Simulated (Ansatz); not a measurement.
A made-up structure of CH2BSi (charge +1), singlet:

| atom | x (Å) | y (Å) | z (Å) |
| --- | --- | --- | --- |
| B1 | 0.9186 | -0.0512 | -0.1296 |
| C2 | -0.4745 | -0.1067 | -0.0193 |
| Si3 | 1.3097 | -0.7146 | 1.6618 |
| H4 | -1.0214 | -0.9333 | -0.4961 |
| H5 | 2.0860 | 0.0550 | -0.1836 |

It is relaxed with PBE-D4/def2-SVP and then PBE0-D4/def2-TZVP (Ansatz 0.2.0). Atoms count as bonded within 1.22 times the sum of their covalent radii (H–H: 0.88 Å). The end point is not checked to be a true minimum.

(1) Does its bonding change? (Judge from chemistry; the calculation decides.)

Results:

(1) By the calculation: Yes. Formed: C2–Si3; broken: B1–Si3.

Where it ends: The first stage lowers the energy by 2.53 eV in 12 steps. It ends as CH₂BSi ([BH][CH][Si]), total charge +1:
B1  (1.207, 0.074, -0.352)
C2  (0.140, -0.544, 0.307)
Si3  (0.159, -1.228, 1.928)
H4  (-0.831, -0.633, -0.202)
H5  (2.142, 0.581, -0.848)
(Å)

Labels in which every atom is bracketed show which atoms are joined, not bond orders.

For scale, one of the runs: PBE0-D4/def2-TZVP relaxation, 111 basis functions, launched by `ansatz run in.yaml --threads 2 --pin off --events-out ev --progress --plain --max-ram 4352MiB`. Hardware: 2 CPU threads of an Arm Neoverse V2, shared host. Wall time about 7.5 s.
